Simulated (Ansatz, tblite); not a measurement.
**The cluster Si2Au2: isomers from a random search**

The task here is to estimate one member of a computed series from the others.

Method: relaxed with r2SCAN-D4/def2-SVP, singlet; program: Ansatz 0.2.0, Gaussian basis.

### The system as given

4 atoms, charge 0, spin multiplicity 1.

Atoms are counted from 1 here; the program's logs count them from 0.

Bond lengths: Au1–Si3 2.519 Å, Au1–Si4 2.521 Å, Au2–Si3 2.522 Å, Au2–Si4 2.517 Å. Angles: Si3–Au1–Si4 54.1°, Si3–Au2–Si4 54.1°, Au1–Si3–Au2 67.9°, Au1–Si4–Au2 67.9°.

Coordinates:

```xyz
4
Au2Si2
Au   -1.12112    1.21970   -0.01364
Au    1.54133    0.41486   -0.44337
Si   -0.46225   -1.05838   -0.86205
Si    0.04205   -0.57618    1.31907
```

Au takes a core potential in the def2 sets. No spin-orbit coupling is included.

A search from random starts with GFN1-xTB found 3 distinct shapes; 2 go on here. The structure above is candidate A, which lies 0.00 eV above the lowest at that level; B lies 0.10 eV above the lowest at that level.

Set-up of the first run:

in.yaml

```yaml
crystal:
  periodic: [false, false, false]
  atoms:
    - {symbol: Au, position_ang: [-1.121120, 1.219700, -0.013640]}
    - {symbol: Au, position_ang: [1.541330, 0.414860, -0.443370]}
    - {symbol: Si, position_ang: [-0.462250, -1.058380, -0.862050]}
    - {symbol: Si, position_ang: [0.042050, -0.576180, 1.319070]}
basis:
  gaussian: {orbitals: def2-SVP}
hamiltonian: {xc: r2scan, dispersion: d4}
scf: {omitted_lower_state_checks: [starts]}
output: {orbitals: {seedname: orbitals}}
relax: {f_tol: 0.02, max_steps: 100}
```

On the command line:

```
> ansatz run in.yaml --threads 4 --pin off --events-out ev --progress --plain --max-ram 3916MiB
```

Among the steps run: Relaxing candidate A; Relaxing candidate B; Candidate B, PBE0-D4/def2-TZVP; Candidate B, PBE-D4/def2-TZVP; Candidate B, r2SCAN-D4/def2-TZVP; Candidate B, HF/def2-TZVP; Candidate B, PBE-QIDH/def2-TZVP; Candidate B, CCSD(T)/def2-TZVP.

One of the session's tables, all rows but one given; the rest of the session is left out.

It belongs to the step «B against A». 

```
              level  B above A (kJ/mol)
           GFN1-xTB                +0.9
           GFN2-xTB               -14.0
       HF/def2-TZVP                   ?
   PBE-D4/def2-TZVP               +42.6
r2SCAN-D4/def2-TZVP               +37.9
  PBE0-D4/def2-TZVP               +47.4
 PBE-QIDH/def2-TZVP               +52.1
      MP2/def2-TZVP               +63.9
     CCSD/def2-TZVP               +46.2
  CCSD(T)/def2-TZVP               +44.8
```

Q: Estimate the row for HF/def2-TZVP from the others.

**Answer.** B above A (kJ/mol): +35.8. In the column «B above A (kJ/mol)» it lies between GFN1-xTB (+0.9) and r2SCAN-D4/def2-TZVP (+37.9).

CCSD(T)/def2-TZVP is no safe reference here (restricted state is unstable towards broken spin symmetry).

To keep in mind: A random search of this size may have missed the true lowest shape. Only singlets are compared; another spin may lie lower and prefer another shape.
